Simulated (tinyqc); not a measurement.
Inside a calculation. Method: Pariser-Parr-Pople SCF with singles CI, for the molecule c1ccsc1 (SMILES; centres numbered as the heavy atoms are written). Computed by tinyqc, a small Python program that keeps every step. Settings: charge = 0, gamma = MN, start = core, damping = 0, iteration cap = 69, excitations kept = 6. Command: `OMP_NUM_THREADS=1 python tinyqc.py 30653 30654 out.jsonl` (the two numbers bound the seeds that draw the settings). One thread of a shared host (Intel(R) Xeon(R) Processor @ 2.60GHz), about 0.01 s of CPU time with the checks. Later iterations appear only in the table of the cycle.

## PPP integrals

Centres (angstrom, eV; a flat drawing with bonds scaled to 1.40 angstrom):

| centre | x | y | core charge z | W | gamma_rr |
|---|---|---|---|---|---|
| 1C | 1.191000 | 0.000000 | 1 | 11.160000 | 11.130000 |
| 2C | 0.368000 | 1.133000 | 1 | 11.160000 | 11.130000 |
| 3C | -0.963000 | 0.700000 | 1 | 11.160000 | 11.130000 |
| 4S | -0.963000 | -0.700000 | 2 | 22.000000 | 13.000000 |
| 5C | 0.368000 | -1.133000 | 1 | 11.160000 | 11.130000 |

Resonance integrals (eV):

| i | j | beta |
|---|---|---|
| 1 | 2 | -2.390000 |
| 2 | 3 | -2.390000 |
| 3 | 4 | -2.020000 |
| 4 | 5 | -2.020000 |
| 5 | 1 | -2.390000 |

Mataga-Nishimoto: gamma = 14.399645/(R + a), a = 2 x 14.399645/(gamma_rr + gamma_ss); H_rr = -W_r - sum_(s != r) z_s gamma_rs; H_rs = beta for bonds.

repulsion gamma_rs (eV):
```
           1C         2C         3C         4S         5C
1C  11.130000   5.344818   4.046371   4.163681   5.344818
2C   5.344818  11.130000   5.346212   4.163220   4.045107
3C   4.046371   5.346212  11.130000   5.552194   4.045936
4S   4.163681   4.163220   5.552194  13.000000   5.552920
5C   5.344818   4.045107   4.045936   5.552920  11.130000
```

core matrix H (eV):
```
            1C          2C          3C          4S          5C
1C  -34.223368   -2.390000    0.000000    0.000000   -2.390000
2C   -2.390000  -34.222577   -2.390000    0.000000    0.000000
3C    0.000000   -2.390000  -35.702907   -2.020000    0.000000
4S    0.000000    0.000000   -2.020000  -41.432014   -2.020000
5C   -2.390000    0.000000    0.000000   -2.020000  -35.701701
```

## Starting guess

pi electrons, sum of z_r less the charge = 6

Orbitals of the core matrix H.

P at the start:
```
           1C         2C         3C         4S         5C
1C   0.892918   0.521943   0.041697  -0.208625   0.819052
2C   0.521943   0.892609   0.818998  -0.208652   0.041832
3C   0.041697   0.818998   1.181837   0.306790  -0.447570
4S  -0.208625  -0.208652   0.306790   1.851254   0.306898
5C   0.819052   0.041832  -0.447570   0.306898   1.181382
```

## Iteration 1: Fock matrix

F_rr = H_rr + P_rr gamma_rr / 2 + sum_(s != r) P_ss gamma_rs; F_rs = H_rs - P_rs gamma_rs / 2; E = tr P (H + F) / 2 + core repulsion sum_(r<s) z_r z_s gamma_rs.

F (eV):
```
           1C         2C         3C         4S         5C
1C  -5.678994  -3.784845  -0.084361   0.434324  -4.578841
2C  -3.784845  -5.678378  -4.579268   0.434332  -0.084608
3C  -0.084361  -4.579268  -5.682511  -2.871680   0.905420
4S   0.434324   0.434332  -2.871680  -8.843003  -2.872089
5C  -4.578841  -0.084608   0.905420  -2.872089  -5.682626
```

pi energy = -82.256320 eV

## Iteration 1: orbitals and new P

Diagonalise F (the basis is taken as orthonormal) and form P = 2 sum c c over the lowest orbitals.

orbital energies (eV): -13.182008  -9.696045  -9.311409  -0.205630  0.829580

P after iteration 1:
```
           1C         2C         3C         4S         5C
1C   1.081911   0.544759  -0.095883  -0.249777   0.790535
2C   0.544759   1.081831   0.790562  -0.249729  -0.095852
3C  -0.095883   0.790562   1.085224   0.464651  -0.377696
4S  -0.249777  -0.249729   0.464651   1.665873   0.464715
5C   0.790535  -0.095852  -0.377696   0.464715   1.085161
```

## Iteration 2: Fock matrix

As before.

F (eV):
```
           1C         2C         3C         4S         5C
1C  -5.292974  -3.845819   0.193990   0.519995  -4.502633
2C  -3.845819  -5.292744  -4.503257   0.519839   0.193866
3C   0.193990  -4.503257  -5.862382  -3.309915   0.764066
4S   0.519995   0.519839  -3.309915  -9.544021  -3.310262
5C  -4.502633   0.193866   0.764066  -3.310262  -5.862834
```

pi energy = -83.113983 eV

## Iteration 2: orbitals and new P

As before.

orbital energies (eV): -13.477056  -10.047142  -9.400417  -0.257043  1.326703

P after iteration 2:
```
           1C         2C         3C         4S         5C
1C   1.080498   0.563336  -0.102064  -0.259342   0.773626
2C   0.563336   1.080465   0.773654  -0.259271  -0.102057
3C  -0.102064   0.773654   1.108287   0.488900  -0.374557
4S  -0.259342  -0.259271   0.488900   1.622442   0.488941
5C   0.773626  -0.102057  -0.374557   0.488941   1.108309
```

## Iteration 3: Fock matrix

As before.

F (eV):
```
           1C         2C         3C         4S         5C
1C  -5.271932  -3.895463   0.206495   0.539908  -4.457445
2C  -3.895463  -5.271780  -4.458060   0.539702   0.206415
3C   0.206495  -4.458060  -5.894545  -3.377234   0.757716
4S   0.539908   0.539702  -3.377234  -9.581310  -3.377526
5C  -4.457445   0.206415   0.757716  -3.377526  -5.894955
```

pi energy = -83.141030 eV

## Iteration 3: orbitals and new P

As before.

orbital energies (eV): -13.534352  -10.095832  -9.372981  -0.255480  1.344122

P after iteration 3:
```
           1C         2C         3C         4S         5C
1C   1.080055   0.572345  -0.103893  -0.260133   0.766518
2C   0.572345   1.080026   0.766545  -0.260062  -0.103890
3C  -0.103893   0.766545   1.114558   0.495794  -0.377730
4S  -0.260133  -0.260062   0.495794   1.610770   0.495829
5C   0.766518  -0.103890  -0.377730   0.495829   1.114590
```

## Convergence

Stop when output and input P, before any damping, agree to 1e-7.

Course of the cycle:

| iteration | E (eV) | largest \|P(out) - P(in)\| |
|---|---|---|
| 1 | -82.25632009 | 1.89e-01 |
| 2 | -83.11398275 | 4.34e-02 |
| 3 | -83.14103045 | 1.17e-02 |
| 4 | -83.14389064 | 4.21e-03 |
| 5 | -83.14435973 | 1.95e-03 |
| 6 | -83.14445313 | 8.97e-04 |
| 7 | -83.14447264 | 4.13e-04 |
| 8 | -83.14447676 | 1.90e-04 |
| 9 | -83.14447763 | 8.74e-05 |
| 10 | -83.14447782 | 4.02e-05 |
| 11 | -83.14447786 | 1.85e-05 |
| 12 | -83.14447787 | 8.51e-06 |
| 13 | -83.14447787 | 3.92e-06 |
| 14 | -83.14447787 | 1.80e-06 |
| 15 | -83.14447787 | 8.28e-07 |
| 16 | -83.14447787 | 3.81e-07 |
| 17 | -83.14447787 | 1.75e-07 |
| 18 | -83.14447787 | 8.06e-08 |

Converged in 18 iterations.

## Converged orbitals

Charges are z - P_rr.

orbital energies (eV): -13.557219  -10.116462  -9.357059  -0.258897  1.351793

coefficients:
```
         MO1        MO2        MO3        MO4        MO5
1C  0.333149  -0.551271   0.353574  -0.291681  -0.612389
2C  0.333177  -0.551437  -0.353267  -0.291453   0.612509
3C  0.426717  -0.039758  -0.612433   0.562382  -0.353531
4S  0.643292   0.623606  -0.000171  -0.444175   0.000054
5C  0.426724  -0.039402   0.612465   0.562505   0.353310
```

pi charges: 1C -0.079804, 2C -0.079776, 3C -0.117485, 4S 0.394583, 5C -0.117519

## Singles CI, singlets

Over the 6 single excitations with the smallest orbital gaps: A = (e_a - e_i) delta + 2 (ia|jb) - (ij|ab), with (pq|rs) = sum c_mp c_mq gamma_mn c_nr c_ns. f = 2/3 w |mu|^2 in atomic units, mu = sqrt2 sum c_ia sum_m c_mi c_ma R_m.

singlet CI matrix (eV):
```
           3>4        2>4        3>5        2>5        1>4        1>5
3>4   6.017657  -0.000352   0.000547   0.253318   0.000213   0.350923
2>4  -0.000352   6.290427  -0.847735  -0.000087  -0.005417  -0.000204
3>5   0.000547  -0.847735   7.219019   0.000064   0.292686   0.000357
2>5   0.253318  -0.000087   0.000064   7.822017  -0.000240  -0.299778
1>4   0.000213  -0.005417   0.292686  -0.000240   9.267328   0.000030
1>5   0.350923  -0.000204   0.000357  -0.299778   0.000030  10.724992
```

singlet excitation energies (eV): 5.782118  5.950928  7.680713  7.836018  9.313943  10.777720

oscillator strengths: 0.071973  0.323961  0.902384  0.394771  0.033481  0.006128

## Singles CI, triplets

Over the 6 single excitations with the smallest orbital gaps: A = (e_a - e_i) delta - (ij|ab), with (pq|rs) = sum c_mp c_mq gamma_mn c_nr c_ns.

triplet CI matrix (eV):
```
           3>4        2>4        3>5        2>5        1>4        1>5
3>4   2.778699   0.000066  -0.000176   0.582817  -0.000249  -1.161471
2>4   0.000066   4.040599   0.582817   0.000250  -0.588270  -0.000266
3>5  -0.000176   0.582817   4.807432  -0.000148  -1.161471   0.000447
2>5   0.582817   0.000250  -0.000148   5.226960  -0.000266   1.074819
1>4  -0.000249  -0.588270  -1.161471  -0.000266   6.899401   0.000126
1>5  -1.161471  -0.000266   0.000447   1.074819   0.000126   9.437033
```

triplet excitation energies (eV): 2.373270  3.725820  4.434771  5.231283  7.586840  9.838140
